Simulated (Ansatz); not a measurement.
Process, species as SMILES: NN (N2H4) -> NN (N2H4) as doublet, charge +1 + e-
Geometries: B3LYP-D3(BJ)/def2-TZVP minima from Ansatz (a program for electronic structure), one conformer each, not searched for the lowest. A spin state is the lowest found, not a proven ground state.

Wanted: adiabatic ionisation energy (electronic energy difference), in eV. Correlated levels leave the core frozen unless marked. UHF or UKS for open shells. Spin-orbit coupling is left out. No relativistic terms. CBS(X,Y): correlation extrapolated as X^-3; Hartree-Fock from the larger set. [CCSD(T)-MP2]/basis is that difference in the basis named.

```json
[
 {"level": "HF/STO-3G", "program": "Ansatz", "adiabatic ionisation energy (eV)": "5.50"}
]
```

Q: Estimate the value at RI-MP2/CBS(aug-cc-pVTZ,aug-cc-pVQZ)+[CCSD(T)-MP2]/aug-cc-pVTZ as computed with Ansatz.

A: 8.10 eV, so HF/STO-3G differs from it by -2.60 eV.
